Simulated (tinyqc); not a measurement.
ROHF in the sto-3g basis, for LiH+, spin multiplicity 2, step by step. One step of it, computed by the program tinyqc.

Task: Iteration 1: building the Fock matrix. J_ij = sum D_kl (ij|kl) with D = D(alpha) + D(beta), K_ij = sum D_kl (ik|jl) for each spin; F = H + J - K(s); E = tr D H + tr D J / 2 - 0.5 sum_s tr D(s) K(s) + E_nn.

D(alpha) at the start:
```
            1Li 1s     1Li 2s   1Li 2px   1Li 2py    1Li 2pz      2H 1s
1Li 1s    1.038624  -0.149012  0.000000  0.000000  -0.093296  -0.032644
1Li 2s   -0.149012   0.566212  0.000000  0.000000   0.425424   0.161589
1Li 2px   0.000000   0.000000  0.000000  0.000000   0.000000   0.000000
1Li 2py   0.000000   0.000000  0.000000  0.000000   0.000000   0.000000
1Li 2pz  -0.093296   0.425424  0.000000  0.000000   0.319991   0.121594
2H 1s    -0.032644   0.161589  0.000000  0.000000   0.121594   0.046213
```

D(beta) at the start:
```
            1Li 1s     1Li 2s   1Li 2px   1Li 2py    1Li 2pz      2H 1s
1Li 1s    1.011165  -0.024386  0.000000  0.000000   0.000442   0.002975
1Li 2s   -0.024386   0.000588  0.000000  0.000000  -0.000011  -0.000072
1Li 2px   0.000000   0.000000  0.000000  0.000000   0.000000   0.000000
1Li 2py   0.000000   0.000000  0.000000  0.000000   0.000000   0.000000
1Li 2pz   0.000442  -0.000011  0.000000  0.000000   0.000000   0.000001
2H 1s     0.002975  -0.000072  0.000000  0.000000   0.000001   0.000009
```

core Hamiltonian H = T + V (hartree):
```
            1Li 1s     1Li 2s    1Li 2px    1Li 2py    1Li 2pz      2H 1s
1Li 1s   -4.592688  -1.029575   0.000000   0.000000  -0.005126  -0.014185
1Li 2s   -1.029575  -1.289570   0.000000   0.000000  -0.059497  -0.194508
1Li 2px   0.000000   0.000000  -1.049087   0.000000   0.000000   0.000000
1Li 2py   0.000000   0.000000   0.000000  -1.049087   0.000000   0.000000
1Li 2pz  -0.005126  -0.059497   0.000000   0.000000  -1.088547  -0.290686
2H 1s    -0.014185  -0.194508   0.000000   0.000000  -0.290686  -1.026359
```

Two-electron integrals (ij|kl) in chemists' order, unique and non-zero (hartree):
```
(11|11) 1.680395   (21|11) 0.265420   (21|21) 0.049941   (22|11) 0.397727
(22|21) 0.092860   (22|22) 0.290562   (31|31) 0.008981   (32|31) 0.013788
(32|32) 0.064184   (33|11) 0.396640   (33|21) 0.092880   (33|22) 0.290497
(33|33) 0.312946   (41|41) 0.008981   (42|41) 0.013788   (42|42) 0.064184
(43|43) 0.016869   (44|11) 0.396640   (44|21) 0.092880   (44|22) 0.290497
(44|33) 0.279207   (44|44) 0.312946   (51|51) 0.008981   (52|51) 0.013788
(52|52) 0.064184   (53|53) 0.016869   (54|54) 0.016869   (55|11) 0.396640
(55|21) 0.092880   (55|22) 0.290497   (55|33) 0.279207   (55|44) 0.279207
(55|55) 0.312946   (61|11) 0.003109   (61|21) 0.000606   (61|22) 0.001211
(61|33) 0.001189   (61|44) 0.001189   (61|51) 0.000099   (61|52) 0.000204
(61|55) 0.001255   (61|61) 0.000009   (62|11) 0.034369   (62|21) 0.008251
(62|22) 0.031525   (62|33) 0.029625   (62|44) 0.029625   (62|51) 0.001128
(62|52) 0.009933   (62|55) 0.035287   (62|61) 0.000132   (62|62) 0.009128
(63|31) 0.000288   (63|32) 0.001982   (63|53) 0.001049   (63|63) 0.000315
(64|41) 0.000288   (64|42) 0.001982   (64|54) 0.001049   (64|64) 0.000315
(65|11) 0.051485   (65|21) 0.012385   (65|22) 0.047848   (65|33) 0.044745
(65|44) 0.044745   (65|51) 0.001743   (65|52) 0.015530   (65|55) 0.053994
(65|61) 0.000200   (65|62) 0.014426   (65|65) 0.022837   (66|11) 0.186592
(66|21) 0.044993   (66|22) 0.183852   (66|33) 0.171446   (66|44) 0.171446
(66|51) 0.005124   (66|52) 0.057906   (66|55) 0.208324   (66|61) 0.000702
(66|62) 0.074096   (66|65) 0.118565   (66|66) 0.774606
```

nuclear repulsion = 0.55977843 hartree

Give: Coulomb J; exchange K(alpha); exchange K(beta); F(alpha); F(beta); total energy of this density.

Result:

Coulomb J (hartree):
```
         1Li 1s  1Li 2s  1Li 2px  1Li 2py  1Li 2pz   2H 1s
1Li 1s   3.7368  0.6168   0.0000   0.0000   0.0111  0.0075
1Li 2s   0.6168  1.0709   0.0000   0.0000   0.0617  0.1149
1Li 2px  0.0000  0.0000   1.0631   0.0000   0.0000  0.0000
1Li 2py  0.0000  0.0000   0.0000   1.0631   0.0000  0.0000
1Li 2pz  0.0111  0.0617   0.0000   0.0000   1.0797  0.1742
2H 1s    0.0075  0.1149   0.0000   0.0000   0.1742  0.6746
```

exchange K(alpha) (hartree):
```
         1Li 1s  1Li 2s  1Li 2px  1Li 2py  1Li 2pz   2H 1s
1Li 1s   1.6974  0.2665   0.0000   0.0000   0.0083  0.0061
1Li 2s   0.2665  0.2217   0.0000   0.0000   0.1567  0.0874
1Li 2px  0.0000  0.0000   0.0479   0.0000   0.0000  0.0000
1Li 2py  0.0000  0.0000   0.0000   0.0479   0.0000  0.0000
1Li 2pz  0.0083  0.1567   0.0000   0.0000   0.1608  0.0892
2H 1s    0.0061  0.0874   0.0000   0.0000   0.0892  0.1132
```

exchange K(beta) (hartree):
```
         1Li 1s  1Li 2s  1Li 2px  1Li 2py  1Li 2pz   2H 1s
1Li 1s   1.6863  0.2576   0.0000   0.0000   0.0003  0.0029
1Li 2s   0.2576  0.0462   0.0000   0.0000   0.0001  0.0005
1Li 2px  0.0000  0.0000   0.0084   0.0000   0.0000  0.0000
1Li 2py  0.0000  0.0000   0.0000   0.0084   0.0000  0.0000
1Li 2pz  0.0003  0.0001   0.0000   0.0000   0.0085  0.0001
2H 1s    0.0029  0.0005   0.0000   0.0000   0.0001  0.0000
```

F(alpha) (hartree):
```
          1Li 1s   1Li 2s  1Li 2px  1Li 2py  1Li 2pz    2H 1s
1Li 1s   -2.5532  -0.6793   0.0000   0.0000  -0.0023  -0.0127
1Li 2s   -0.6793  -0.4404   0.0000   0.0000  -0.1545  -0.1670
1Li 2px   0.0000   0.0000  -0.0338   0.0000   0.0000   0.0000
1Li 2py   0.0000   0.0000   0.0000  -0.0338   0.0000   0.0000
1Li 2pz  -0.0023  -0.1545   0.0000   0.0000  -0.1696  -0.2057
2H 1s    -0.0127  -0.1670   0.0000   0.0000  -0.2057  -0.4650
```

F(beta) (hartree):
```
          1Li 1s   1Li 2s  1Li 2px  1Li 2py  1Li 2pz    2H 1s
1Li 1s   -2.5421  -0.6704   0.0000   0.0000   0.0056  -0.0095
1Li 2s   -0.6704  -0.2648   0.0000   0.0000   0.0021  -0.0802
1Li 2px   0.0000   0.0000   0.0056   0.0000   0.0000   0.0000
1Li 2py   0.0000   0.0000   0.0000   0.0056   0.0000   0.0000
1Li 2pz   0.0056   0.0021   0.0000   0.0000  -0.0173  -0.1166
2H 1s    -0.0095  -0.0802   0.0000   0.0000  -0.1166  -0.3518
```

total energy of this density = -7.396594 hartree
